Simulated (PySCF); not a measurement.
## AlH₃: one-bond stretch

Method: r2SCAN/[Al def2-TZVP, H def2-TZVP], no relativity, density fitting, PySCF.

Rigid scan from the singlet minimum (Al–H 1.584 Å (×3); H–Al–H 120.0° (×3)). Coordinate: the bond from Al to the last atom (H) scaled, the rest fixed. Energies in kJ/mol from the minimum.

(1) Predict the curve at 0.92, 0.96, 1.00, 1.05, 1.12, 1.20, 1.35, 1.55, 1.80, 2.20.

Answers

(1) 
```
scale of one bond  E (kJ/mol)  dipole size (D)
             0.92        12.3             0.24
             0.96         2.8             0.12
             1.00         0.0             0.00
             1.05         3.6             0.16
             1.12        18.3             0.39
             1.20        43.6             0.66
             1.35       102.9             1.17
             1.55       185.3                –
             1.80       275.4                –
             2.20       378.8                –
```

At long bonds a restricted determinant can lie too high, and another spin state can fall below this curve.

Other isomers or separated fragments may lie lower.
